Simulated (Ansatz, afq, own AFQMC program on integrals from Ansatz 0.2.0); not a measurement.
**AlSiH, triplet: AFQMC among the cluster methods**

```csv
atom,x (Å),y (Å),z (Å)
Si,0.0000,0.0000,5.8296
Al,0.0000,0.0000,-2.1154
H,0.0000,0.0000,-3.7142
```

Connectivity, by distances: Si ··· AlH.

Basis 6-31G. Noble-gas cores (and the filled d shells of Ga–Kr and In–Xe) are frozen. AFQMC by an in-house program on the Cholesky factors that Ansatz 0.2.0 writes for its CCSD(T) run. The CISD trial takes its coefficients from CCSD amplitudes. Released means that phaseless walkers are propagated on without the constraint, phases kept. Uncertainties: one standard error, sampling alone.

Determinant: ROHF, the one that the program's search chose, which needn't be the lowest solution. The geometry is a point of a scan.

Full CI on the same integrals is exact in this basis and with this determinant's frozen core.

Cautions: lower spins were not checked.

```
T1 diagnostic                               : 0.0109
weight of the determinant in the CISD state : 0.910
size of the correlated space                : 8 electrons in 18 orbitals
```

Reference: full CI, correlation energy -1.891 eV. The released energy is read at 2.40 1/Eh (meV from the phaseless value at times in 1/Eh: -0.9 ± 0.8 at 0.24, -1.6 ± 0.7 at 0.51, -2.0 ± 0.7 at 0.99, -3.3 ± 0.6 at 1.62, -4.1 ± 0.8 at 2.40).

| level | E − E(reference) (meV) | share of correlation (%) |
| --- | --- | --- |
| HF | 1891.0 | 0.00 |
| MP2 | 712.6 | 62.32 |
| CCSD | 16.7 | 99.12 |
| CCSD(T) | 6.0 | 99.68 |
| CCSDT | 1.5 | 99.92 |
| CCSDT(Q) | 0.5 | 99.97 |
| CCSDTQ | 0.0 | 100.00 |
| ph-AFQMC/CISD | 5.7 ± 1.2 | 99.70 |
| released AFQMC | 1.6 ± 0.8 | 99.91 |

CCSDT and higher add their correlation energy to the determinant of the CCSD(T) run, since their own runs factorise the integrals more tightly (a shift of under 2 meV). A walk keeps the symmetry of its determinant, which the program's search chose and which needn't be the lowest solution, so a lower state of the same spin and another symmetry isn't excluded. Released energies are given only where the last usable release times agree within the noise; a slower fall can still hide under it.
